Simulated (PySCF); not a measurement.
**Lithium: a sound run and one with changed settings**

Sound run: Li [He] 2s1, Li⁺ 1s2. Calculation: PySCF 2.14, in cc-pVTZ (4s3p2d1f, 30 functions); the non-relativistic Hamiltonian (point nucleus). The sound run starts from symmetry-adapted Hartree-Fock orbitals and uses a fine grid where one is needed.

Changed run: 26 angular points. This setting is unsound on purpose.

```csv
species,method,sound run (hartree),changed run (hartree),converged
Li,UHF,-7.43270,-7.43270,yes
Li,MN15,-7.48450,-7.48450,yes
Li,B3LYP,-7.49202,-7.49202,yes
Li⁺,UHF,-7.23638,-7.23638,yes
Li⁺,MN15,-7.29852,-7.29852,yes
Li⁺,B3LYP,-7.28538,-7.28538,yes
```

Ionisation energy of Li:

```tsv
method	sound run (eV)	changed run (eV)
UHF	5.342	5.342
MN15	5.061	5.061
B3LYP	5.623	5.623
```

Here the setting changes nothing at the digits shown.

For comparison, NIST gives 5.392 eV between the lowest levels.
